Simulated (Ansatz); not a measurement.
Elastic constant C11 (GPa) of 39 elemental solids other than molecular ones, computed with PBE (Ansatz, a quantum-chemistry and plane-wave program, plane waves, PAW) and with LDA (plane waves, PAW; Ansatz). The set holds measured phases with no doubt noted on the run or the magnetic state but for the caveats below. 8 more of the class have both values but aren't in it, for one of these reasons: built or high-temperature cells, doubts on the run or the magnetic state, unlike cells, values of zero, layered or molecular crystals. Solids without a value at one level (not run, failed, or a magnetic order lost), or held back for tests, aren't counted.

Every twentieth of the way through the set, in order of the shift (worked out from unrounded values):

```
solid                  PBE   LDA  shift (%)
--------------------  ----  ----  ---------
hcp Y                 77.0  75.2       -2.4
diamond               1051  1105       +5.1
diamond-structure Si   153   161       +5.3
hcp Be                 321   341       +6.0
hcp Hf                 180   193       +7.0
hcp Mg                64.3  70.7      +10.0
hcp Re                 608   673      +10.7
hcp Sc                 101   114      +12.9
hcp Tc                 489   556      +13.8
hcp Lu                91.3   105      +15.5
bcc Na                8.83  10.4      +17.2
double-hcp La         49.6  60.2        +21
bcc K                 3.97  4.86        +22
fcc Pt                 306   381        +24
fcc Pb                47.1  59.9        +27
bcc Cs                2.18  2.78        +27
bcc Fe                 275   363        +32
white tin (β-Sn)      56.6  76.0        +34
hcp Zn                 177   242        +36
fcc Ag                 111   169        +52
hcp Cd                83.9   152        +81
```

The shift from PBE to LDA has a median of +17.2 %, and eight in ten lie between +5.3 % and +37 %; LDA is the larger in 37 of 39. Each level is at its own cell, so the shift holds the change of volume too.

Ansatz's runs of these crystals have no spin polarisation, but for bcc Fe, hcp Co, fcc Ni.

Density-functional runs with spin start from parallel moments for bcc Fe, parallel moments for hcp Co, parallel moments for fcc Ni.

Spin–orbit coupling is left out, also for the solids with elements from indium on (fcc Pt, hcp Os, bcc Ba, white tin (β-Sn), double-hcp La, hcp Tl, fcc Ir, hcp Re, bcc Cs, hcp Hf and 3 more); its size isn't shown.

Each level is taken at its own relaxed cell. Ansatz's density-functional and Hartree–Fock values are scalar-relativistic unless marked +SOC, with PAW data made under PBE.
